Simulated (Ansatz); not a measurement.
`CBC` + Cl• → `C[B]C`• + HCl at 700 K and 1 bar (hydrogen abstraction from a B–H bond).

Computed with Ansatz on PBE0-D4/def2-TZVP structures; ΔE is electronic, products minus reactants. CCSD(T)/CBS adds triple-zeta CCSD(T) − MP2 to the extrapolated MP2 energy (def2 sets, frozen cores). This one scheme is used for every species, atoms too. No spin–orbit coupling; open shells (•) take unrestricted orbitals. Spin–orbit coupling would lower the free atoms: a little for Cl.

```
 species  CCSD(T)/CBS energy (Eh)  H − E (kJ/mol)  S (J/(mol·K))
   `CBC`               -105.11307           282.8          377.9
     Cl•               -459.70966            14.6          186.0
`C[B]C`•               -104.43815           250.9          381.9
     HCl               -460.38127            38.4          211.8
```

H − E and S are ideal-gas, rigid-rotor, harmonic terms from PBE0-D4/def2-TZVP, for one conformer and one mirror image of each species, with the whole ground term of open shells counted as degenerate. 1 Eh = 2625.50 kJ/mol, R = 8.31446 J/(mol·K).

Problem. By hand: ΔE, ΔH, ΔS and ΔG.

Solution. ΔE = (-104.43815) + (-460.38127) − (-105.11307) − (-459.70966) = 0.00331 Eh = 8.7 kJ/mol. Δ(H − E) = 250.9 + 38.4 − 282.8 − 14.6 = -8.1, so ΔH = 0.6 kJ/mol. ΔS = 381.9 + 211.8 − 377.9 − 186.0 = 29.8 J/(mol·K). ΔG = 0.6 − 700 × (29.8)/1000 = -20.3 kJ/mol.

Problem. By hand: the equilibrium constant, and the temperature at which ΔG would vanish if ΔH and ΔS stayed fixed.

Solution. log₁₀ K = −ΔG/(RT ln 10) = 1.5. ΔG = 0 at ΔH/ΔS = 20 K, though so small a ΔH makes that figure unsure.

TΔS isn't small against ΔH here. A doubt of 5 kJ/mol in ΔE shifts log₁₀ K by 0.4 here. Other conformers and mirror images would add mixing entropy, several J/(mol·K) or more a flexible species. These are equilibria of isolated gas molecules and say nothing of rates. Largest T1 diagnostic: 0.012 (customary marks: 0.02 for closed shells, 0.045 for open ones).
